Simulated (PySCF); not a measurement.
[BClH3]- (charge -1).
Cartesian coordinates in Å at the PBE0-D3(BJ)/def2-SVP level; atoms count from 1:
```xyz
5
BClH3 angstrom
B     -0.0013    0.0020   -0.1568
Cl     0.0146   -0.0226    1.7865
H      1.1729    0.0122   -0.5528
H     -0.5976    1.0238   -0.5256
H     -0.5886   -1.0154   -0.5514
```

Computed at PBE0/pcSseg-1 (PySCF, non-relativistic), with Q(11B) = 0.04059 b, Q(35Cl) = −0.0817 b: B1, 11B (I = 3/2): χzz = 2.418 MHz, η = 0.000; Cl2, 35Cl (I = 3/2): χzz = -39.35 MHz, η = 0.000.

Task: Where would the pure quadrupole (NQR) lines of 11B at B1 fall for the rigid, isolated species?

Result: From ν = (|χ|/2)√(1 + η²/3): ν = 1.209 MHz (boron bonded to Cl and 3 H).

Task: Find the zero-field quadrupole resonance frequencies of 35Cl at Cl2.

Result: From ν = (|χ|/2)√(1 + η²/3): ν = 19.68 MHz (chlorine bonded to B). For 37Cl the ratio of quadrupole moments, 0.7881, gives 15.51 MHz.

Task: Apply the simplest Townes–Dailey estimate (no s hybridisation, no π bonding), ionic character = 1 − χzz/χ0, where χ0 is the coupling for one missing p electron along the bond: −109.74 MHz for 35Cl.

Result: Cl2 on B1: 1 − (-39.35)/(-109.74) = 0.64. In this model a purely covalent bond gives χ0 and a free halide ion gives zero; s hybridisation or π bonding, where present, is counted here as ionic character.

In a crystal, neighbours and librations shift these lines. The pcSseg-1 basis has no diffuse functions, a weakness for an anion. With so small a basis the couplings can be 20 % off.

The run behind these numbers computed NMR shieldings as well. On an Arm Neoverse V1 with one thread, on a shared host, this took 1.9 s.
